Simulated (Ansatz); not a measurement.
A run of Ansatz (development build ahead of 0.2.0) on singlet O3 at this shape:

```yaml
atoms:
  - { symbol: O, position_ang: [0.0000, 1.1038, -0.2285] }
  - { symbol: O, position_ang: [0.0000, 0.0000, 0.4571] }
  - { symbol: O, position_ang: [0.0000, -1.1038, -0.2285] }
```

Its results:

```
Converged                       : yes
Total energy                    : -225.44745 hartree
Spin squared of the determinant : 0.582
Stability test                  : minimum
```

**Question.** Which input gives this output? Name the method, the orbitals and the basis set, and write the input.

**Answer.** ωB97X (unrestricted) in pcseg-2.

```yaml
crystal:
  periodic: [false, false, false]
  atoms:
    - { symbol: O, position_ang: [0.0, 1.10381, -0.22854] }
    - { symbol: O, position_ang: [0.0, 0.0, 0.45708] }
    - { symbol: O, position_ang: [0.0, -1.10381, -0.22854] }
basis:
  gaussian: { orbitals: pcseg-2 }
magnetization:
  spin_polarized: true
hamiltonian:
  xc: { name: wB97X }
```

Caution: the unrestricted determinant is spin contaminated.
